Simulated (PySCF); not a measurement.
TDDFT excited states: C4H12P2

PMe2PMe2, C4H12P2.
Numbering: `[CH3:1][P:2]([CH3:3])[P:4]([CH3:5])[CH3:6]` (hydrogens: H7, H8, H9 on C1; H10, H11, H12 on C3; H13, H14, H15 on C5; H16, H17, H18 on C6)

Method: TDDFT CAM-B3LYP/def2-SVPD, vertical, gas phase, core orbitals frozen in the response in PySCF. Geometry: PBE0-D3(BJ)/def2-SVP, one conformer, isolated molecule. Torsions of this conformer, `[CH3:1][P:2]([CH3:3])[P:4]([CH3:5])[CH3:6]`: C1–P2–P4–C5 -178°.

Question: List the vertical singlet excitations with oscillator strengths and describe the spectrum.

Answer: 

```json
{"state": "S1", "E (eV)": "5.49", "E (kJ/mol)": "530", "λ (nm)": "225.8", "f": "0.262", "main configurations (H = HOMO, L = LUMO)": "H→L (92%)"}
{"state": "S2", "E (eV)": "5.55", "E (kJ/mol)": "536", "λ (nm)": "223.3", "f": "0.058", "main configurations (H = HOMO, L = LUMO)": "H→L+1 (87%), H→L+7 (9%)"}
{"state": "S3", "E (eV)": "6.13", "E (kJ/mol)": "592", "λ (nm)": "202.2", "f": "0.0000", "main configurations (H = HOMO, L = LUMO)": "H→L+2 (95%)"}
{"state": "S4", "E (eV)": "6.55", "E (kJ/mol)": "632", "λ (nm)": "189.4", "f": "0.0004", "main configurations (H = HOMO, L = LUMO)": "H→L+4 (76%), H→L+8 (17%)"}
{"state": "S5", "E (eV)": "6.77", "E (kJ/mol)": "653", "λ (nm)": "183.1", "f": "0.131", "main configurations (H = HOMO, L = LUMO)": "H→L+3 (90%)"}
{"state": "S6", "E (eV)": "6.83", "E (kJ/mol)": "659", "λ (nm)": "181.7", "f": "0.0000", "main configurations (H = HOMO, L = LUMO)": "H-1→L (80%)"}
```

The lowest singlet comes at 226 nm (530 kJ/mol) in the ultraviolet; it is strong; its leading configuration is HOMO→LUMO (92%). The lowest level is also the most intense of those listed (f = 0.262). Löwdin shares by element: HOMO phosphorus 75%, carbon 10% or more (atoms not listed hold the other 15%); LUMO phosphorus 47%, carbon 15% or more (atoms not listed hold the other 38%). Orbital energies (eV): HOMO-3 -10.48, HOMO-2 -9.61, HOMO-1 -8.88, HOMO -7.14, LUMO 1.16, LUMO+1 1.36, LUMO+2 1.46. The oscillator strengths of these states sum to 0.450; summed over the whole spectrum of an exact calculation they would give the number of electrons, 66 (Thomas–Reiche–Kuhn). The listed states span 1.34 eV, and the widest gap between neighbours is 0.58 eV (S2 to S3). No computed singlet lies in the visible range (380 to 750 nm); the lowest, at 226 nm, stands 2.23 eV above its violet end (3.26 eV). The window holds the lowest 6 singlets.

On one thread of an Intel Xeon Platinum 8375C at 2.90 GHz, no GPU, shared host with 128 logical CPUs at a one-minute load of 11, this took 38 s wall and 1.1 GiB of memory at its peak.
